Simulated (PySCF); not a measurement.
Gas-phase reaction: 4 CH3SiH + C4H8 (cyclic) = 4 (CH3)2Si

Energies from PySCF (xtb for GFN2), thermal terms from the rigid-rotor harmonic-oscillator model, ideal gas at 1 bar. † marks an energy on the PBE0/def2-TZVP geometry and frequencies; other levels use their own. All species are closed-shell singlets. CH3SiH, (CH3)2Si: computed as isolated molecules; such fragments, hydroxides, amides, oligomers or adducts are transient or little studied in the gas.

ωB97X-V/def2-TZVP† gives ΔH°(298 K) = -268 kJ.

Q: What do LDA/def2-TZVP†, GFN2-xTB, PBE0/def2-SVP† give?

A: LDA/def2-TZVP†: -300 kJ; GFN2-xTB: -51 kJ; PBE0/def2-SVP†: -252 kJ. For scale, ΔH°(298 K) is -268 kJ at this level, -279 kJ at ωB97M-V/def2-TZVP†, and runs from -300 to -51 kJ over the 19 levels computed.
